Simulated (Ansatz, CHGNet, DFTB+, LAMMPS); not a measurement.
Elastic constant C12 of fcc Cu: levels of theory against measurement

Reference value: 125 GPa (measured, 0 K, extrapolated to 0 K; zero-point effects included; as tabulated in Malica and Corso (2021), arXiv:2109.00459).

```tsv
level (code)	value (GPa)	cell (Å³/atom)
MEAM library.meam-Cu (LAMMPS)	123	11.86
GFN1-xTB (DFTB+)	69.8	13.63
CHGNet 0.3.0 (CHGNet)	___	11.83
SNAP Cu_Zuo_JPCA2020.snap (LAMMPS)	126	12.00
LDA (Ansatz)	166	10.89
PBE (Ansatz)	123	11.95
PBEsol (Ansatz)	___	11.31
r²SCAN (Ansatz)	___	11.44
HSE06 (Ansatz)	112	11.98
```

Question: Complete the blanks.

Answer: 
- CHGNet 0.3.0 (CHGNet), value (GPa): 176
- PBEsol (Ansatz, an electronic-structure program), value (GPa): 147
- r²SCAN (Ansatz), value (GPa): 143

Differences against the reference: MEAM library.meam-Cu -1.6 %, GFN1-xTB -44 %, CHGNet 0.3.0 +41 %, SNAP Cu_Zuo_JPCA2020.snap +0.8 %, LDA +33 %, PBE -1.6 %, PBEsol +17.6 %, r²SCAN +14.4 %, HSE06 -10.4 %.

Leaving aside MEAM library.meam-Cu, SNAP Cu_Zuo_JPCA2020.snap, which can be fitted to such values or carry a doubt: The best agreement in this table is that of PBE (-1.6 %). Farthest off: GFN1-xTB (-44 %). Of these only PBE lands within 10 %.

The reference has no zero-point or thermal correction, while the calculations are for a static lattice, so the differences are not the levels' errors alone.  GFN1-xTB: the method was fitted mainly to molecules. HSE06: hybrids on metals are sensitive to the k mesh. Each level is taken at its own relaxed cell. Cutoffs and k meshes differ between the levels. Ansatz's density-functional and Hartree–Fock values are scalar-relativistic unless marked +SOC, with PAW data made under PBE.

Empirical potentials (MEAM library.meam-Cu) are fitted to chosen data, which need not cover the solid at hand: agreement can be built in, and what lay outside the fit can be far off. Machine-learned potentials (CHGNet 0.3.0, SNAP Cu_Zuo_JPCA2020.snap) are trained on DFT data, which may include these solids.

Differences are worked out from the printed values.
